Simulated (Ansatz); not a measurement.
Geometry optimisation, Ansatz 0.2.0, RKS r2SCAN-D4/6-31G.

input.yaml

```yaml
crystal:
  periodic: [false, false, false]
  atoms:
    - { symbol: Al, position_ang: [0.0, 0.0, 0.0] }
    - { symbol: H, position_ang: [0.0, 0.0, 1.56] }
    - { symbol: O, position_ang: [1.5415, 0.0, -0.89] }
    - { symbol: H, position_ang: [1.8414, -0.9519, -1.0449] }
    - { symbol: O, position_ang: [-1.5415, 0.0, -0.89] }
    - { symbol: H, position_ang: [-2.0512, -0.8467, -0.6815] }
basis:
  gaussian: { orbitals: "6-31G" }
hamiltonian:
  xc: r2scan
  dispersion: d4
relax:
  f_tol: 0.02
  max_steps: 40
output:
  orbitals: {}
```

Run as:

```bash
$ ansatz run input.yaml --threads 1 --pin off --max-ram 2048MiB --backend cpu --events-out ev --progress --plain --runs-dir out
```

Q: Where does it end, and by what steps?

A: It converged. Limits of this set-up: no polarisation functions. After 12 steps the energy has fallen by 0.818 eV; H4 moved furthest, 0.59 Å.

```tsv
step	energy less start (eV)	largest force component (eV/Å)	accepted
0	0.0000	1.758	yes
1	-0.1594	1.893	yes
2	-0.3843	1.123	yes
3	-0.5417	1.602	yes
4	-0.7178	0.917	yes
5	-0.7562	1.051	yes
6	-0.7922	0.103	yes
7	-0.7944	0.082	yes
8	-0.7962	0.360	yes
9	-0.7994	0.518	yes
10	-0.8110	0.190	yes
11	-0.8174	0.023	yes
12	-0.8178	0.008	yes
```

```xyz
6
Properties=species:S:1:pos:R:3
Al 0.000 -0.161 0.186
H 0.104 0.253 1.708
O 1.443 -0.360 -0.686
H 1.931 -0.564 -1.482
O -1.546 -0.379 -0.478
H -2.143 -0.588 -1.194
```

Time of the run: 29 s on 1 thread of Arm Neoverse V1 (shared host), peak memory 0.12 GiB.
